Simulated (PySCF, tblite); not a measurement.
Isomers of [C3H4NS]- (charge -1), one GFN2-xTB conformer each. Single-point energies are computed at PBE0/pcSseg-1 (PySCF, gas phase, no added dispersion term), electronic only.

```json
{"SMILES": "N#CCC[S-]", "GFN2-xTB relative energy (kJ/mol)": "0.0"}
{"SMILES": "CS[CH-]C#N", "GFN2-xTB relative energy (kJ/mol)": "106.2"}
```

Conformers: `[N:1]#[C:2][CH2:3][CH2:4][S-:5]` (charge -1) with C2–C3–C4–S5 180°; `[CH3:1][S:2][CH-:3][C:4]#[N:5]` (charge -1) with C1–S2–C3–C4 -99°.

Q: What does PBE0/pcSseg-1 give for the same structures?

A: 
```
    SMILES  PBE0/pcSseg-1 E (Eh)  PBE0/pcSseg-1 (kJ/mol)  GFN2-xTB (kJ/mol)  point group
 N#CCC[S-]            -569.30968                     0.0                0.0           Cs
CS[CH-]C#N            -569.27891                    80.8              106.2           C1
```

Both levels put the same isomer lowest. 

Q: What happens when harmonic zero-point energies from GFN2-xTB frequencies are added?

A: 
```tsv
SMILES	ZPE (kJ/mol)	electronic (kJ/mol)	with ZPE (kJ/mol)
N#CCC[S-]	164.0	0.0	0.0
CS[CH-]C#N	154.8	80.8	71.6
```

The zero-point energies span 9.2 kJ/mol. The order is unchanged.
